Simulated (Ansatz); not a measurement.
**GePt2: computed properties**

Level of theory: DFT r2SCAN, scalar-relativistic, plane waves, PAW (Ansatz).

Plane waves to 500 eV, a k mesh through Γ of 6×6×10 on the computed 9-atom cell and Gaussian smearing (0.10 eV); no spin polarisation.

The structure is relaxed at this level of theory with its symmetry kept. Whether it is the stable form of this composition wasn't checked.

```
Ge Pt
1.0
     6.72408    0.00000    0.00000
    -3.36204    5.82322    0.00000
     0.00000    0.00000    3.55681
Ge Pt
3 6
Direct
  0.66667 0.33333 0.00000
  0.33333 0.66667 0.00000
  0.00000 0.00000 0.50000
  0.62153 0.00000 0.50000
  0.37847 0.37847 0.50000
  0.00000 0.62153 0.50000
  0.00000 0.28252 0.00000
  0.71748 0.71748 0.00000
  0.28252 0.00000 0.00000
```

(1) Formation energy from the elements' standard states (uncorrected)?

(2) Density of states at the Fermi level?

(3) Löwdin character within 0.5 eV of the Fermi level?

(4) Bader charges (e)?

Spin-orbit coupling is left out, which matters for the bands of heavy elements.

## Answers

(1) -0.358 eV/atom.

(2) 1.76 states/eV per cell.

(3) Pt 5d 52 %, Ge 4p 29 %, Ge 4s 8 %, unprojected 6 %.

(4) Ge (2 in the cell) 0.78, Ge (1 in the cell) 0.73, Pt (3 in the cell) -0.32, Pt (3 in the cell) -0.44.

Cost: 1 run of about 14 core-minutes, on Arm Neoverse V1 (shared hosts).